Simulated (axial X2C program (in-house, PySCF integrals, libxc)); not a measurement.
**PC along the bond: B97-3, with spin–orbit coupling**

All values were computed with an axial X2C code built on PySCF integrals. Two-component (2c) means X2C with spin–orbit coupling and atomic mean-field two-electron Coulomb and Gaunt terms. Basis: P dyall-v3z [8s7p2d1f], C dyall-v3z [7s6p2d1f] (cores contracted in-house); Gaussian nuclei, density fitting, unrestricted open shells. Masses: P 30.974 u, C 12.000 u.

State: Ω = 1/2 (⟨Sz⟩ = 0.50, ⟨Lz⟩ = 0.00 at B97-3). Dipoles are positive if C is the positive end.

```json
{"R (Å)": "1.356", "μ (D)": "-0.893", "HOMO (eV)": "-8.90", "LUMO (eV)": "-4.13"}
{"R (Å)": "1.419", "μ (D)": "-0.924", "HOMO (eV)": "-8.66", "LUMO (eV)": "-4.32"}
{"R (Å)": "1.466", "μ (D)": "-0.949", "HOMO (eV)": "-8.50", "LUMO (eV)": "-4.45"}
{"R (Å)": "1.512", "μ (D)": "-0.973", "HOMO (eV)": "-8.35", "LUMO (eV)": "-4.57"}
{"R (Å)": "1.559", "μ (D)": "-0.995", "HOMO (eV)": "-8.22", "LUMO (eV)": "-4.68"}
{"R (Å)": "1.614", "μ (D)": "-1.015", "HOMO (eV)": "-8.08", "LUMO (eV)": "-4.80"}
{"R (Å)": "1.668", "μ (D)": "-1.027", "HOMO (eV)": "-7.94", "LUMO (eV)": "-4.89"}
{"R (Å)": "1.738", "μ (D)": "-1.023", "HOMO (eV)": "-7.79", "LUMO (eV)": "-4.98"}
{"R (Å)": "1.824", "μ (D)": "-0.996", "HOMO (eV)": "-7.66", "LUMO (eV)": "-5.01"}
{"R (Å)": "1.949", "μ (D)": "-1.001", "HOMO (eV)": "-7.58", "LUMO (eV)": "-4.99"}
```

(1) The minimum lies at 1.555 Å. What is the dipole moment there, and its slope?

The state is a single determinant with fixed occupations, the lowest that a limited PBE0 search found. Density functionals use the spin component along the axis (collinear). The determinant is spin-polarised beyond a pure state at some levels (its spin-free form has ⟨S²⟩ too high), which makes Re and μ there less reliable.

## Answers

(1) At B97-3, 2c, with the sign and origin stated: μ = -0.99 D, dμ/dR = -0.44 D/Å.
